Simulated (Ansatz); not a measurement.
Basis-set series for CH$_{5}$FN$_{2}$S (`NC(N)(F)S`). Charge 0, multiplicity 1. All single points use the PBE0-D4/def2-TZVP geometry. It is one conformer, not always the lowest.

```
functional       basis  functions  energy (Eh)  HOMO (eV)  LUMO (eV)
   PBE0-D4    def2-SVP         99   -647.94493      -7.00       0.98
   PBE0-D4  def2-QZVPP        448   -648.40727      -7.28       0.20
   ωB97M-V    def2-SVP         99   -648.23270      -9.26       3.10
   ωB97M-V  def2-QZVPP        448   -648.70195      -9.57       1.55
```

Question: Give the rows for def2-TZVPP. (An estimate is asked.)

Answer: Ansatz gave: 
```json
{"functional": "PBE0-D4", "basis": "def2-TZVPP", "functions": "236", "energy (Eh)": "-648.38123", "HOMO (eV)": "-7.22", "LUMO (eV)": "0.38"}
{"functional": "ωB97M-V", "basis": "def2-TZVPP", "functions": "236", "energy (Eh)": "-648.67715", "HOMO (eV)": "-9.50", "LUMO (eV)": "2.12"}
```

Positive LUMOs are unbound and depend on the basis.
